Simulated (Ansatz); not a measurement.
# C2H4O2S: a ladder of functionals and wavefunction methods

One table from this session's results is given with a row withheld; the runs are named, their logs left out.

The runs use Ansatz 0.2.0, Gaussian basis; functionals in def2-TZVPP, the program's frozen cores in correlated methods.

Plan: LDA (SPW92), PBE-D4, revPBE-D4, BLYP-D4, r2SCAN-D4, B97M-V, PBE0-D4, B3LYP-D4, r2SCANh-D4, r2SCAN0-D4, HSE06-D4, BHLYP-D4, CAM-B3LYP-D4, LC-ωPBE, ωB97X-V, ωB97M-V, B2PLYP, PBE-QIDH; CCSD(T)/def2-SVP; CCSD(T)/def2-TZVPP; MP2/def2-QZVPP; extrapolation to the limit; RPA on PBE.

## The relaxed structure

All runs share one geometry, relaxed beforehand with PBE0-D4 in a triple-zeta def2 set.

SMILES `O=C(O)CS`, 9 atoms, charge 0, spin multiplicity 1.

Atoms are counted from 1 here; the program's logs count them from 0.

Bond lengths: O1–C2 1.199 Å, C2–O3 1.344 Å, C2–C4 1.502 Å, O3–H6 0.967 Å, C4–S5 1.812 Å, C4–H7 1.088 Å, C4–H8 1.090 Å, S5–H9 1.342 Å. Angles: O1–C2–O3 123.1°, O1–C2–C4 125.4°, O3–C2–C4 111.5°, C2–O3–H6 106.8°, C2–C4–S5 111.7°, C2–C4–H7 108.3°, C2–C4–H8 110.8°, S5–C4–H7 106.1°, S5–C4–H8 110.2°, H7–C4–H8 109.6°, C4–S5–H9 96.2°.

Set-up of the first run:

File in.yaml:

```yaml
crystal:
  periodic: [false, false, false]
  atoms:
    - {symbol: O, position_ang: [1.116233, -1.345635, 0.923374]}
    - {symbol: C, position_ang: [0.690626, -0.425668, 0.283806]}
    - {symbol: O, position_ang: [1.307764, 0.766299, 0.210848]}
    - {symbol: C, position_ang: [-0.574977, -0.440212, -0.524157]}
    - {symbol: S, position_ang: [-1.895095, 0.503669, 0.282984]}
    - {symbol: H, position_ang: [2.091788, 0.709789, 0.774633]}
    - {symbol: H, position_ang: [-0.930337, -1.466880, -0.584069]}
    - {symbol: H, position_ang: [-0.398081, -0.055564, -1.528788]}
    - {symbol: H, position_ang: [-1.319323, 1.708001, 0.144269]}
basis:
  gaussian: {orbitals: def2-TZVPP}
hamiltonian: {xc: lda}
output: {orbitals: {seedname: orbitals}}
```

The run is started by

```sh
$ ansatz run in.yaml --threads 2 --pin off --events-out ev --progress --plain --max-ram 4352MiB
```

Steps of the session up to this table: LDA; PBE-D4 (GGA); revPBE-D4 (GGA); BLYP-D4 (GGA); r2SCAN-D4 (meta-GGA); B97M-V (meta-GGA); B3LYP-D4 (hybrid); r2SCANh-D4 (hybrid); r2SCAN0-D4 (hybrid); HSE06-D4 (hybrid); BHLYP-D4 (hybrid); CAM-B3LYP-D4 (range-separated); LC-ωPBE (range-separated); ωB97X-V (range-separated); ωB97M-V (range-separated); B2PLYP (double hybrid); PBE-QIDH (double hybrid).

One of the session's tables, all rows but one given; the rest of the session is left out.

It belongs to the step «Frontier levels by functional». 

| functional | HOMO (eV) | gap (eV) |
| --- | --- | --- |
| LDA (SPW92) | -6.00 | 4.16 |
| PBE-D4 | -5.86 | 4.29 |
| revPBE-D4 | ? | ? |
| BLYP-D4 | -5.74 | 4.29 |
| r2SCAN-D4 | -6.14 | 4.79 |
| B97M-V | -6.24 | 5.03 |
| PBE0-D4 | -7.19 | 6.69 |
| B3LYP-D4 | -6.96 | 6.20 |
| r2SCANh-D4 | -6.64 | 5.68 |
| r2SCAN0-D4 | -7.37 | 7.00 |
| HSE06-D4 | -6.78 | 5.90 |
| BHLYP-D4 | -8.38 | 9.07 |
| CAM-B3LYP-D4 | -8.57 | 9.26 |
| LC-ωPBE | -9.97 | 11.89 |
| ωB97X-V | -9.60 | 11.44 |
| ωB97M-V | -9.44 | 11.16 |

Estimate the missing values for revPBE-D4.

**Answer.** HOMO (eV): -5.81; gap (eV): 4.33. In the column «HOMO (eV)» it lies between PBE-D4 (-5.86) and BLYP-D4 (-5.74).
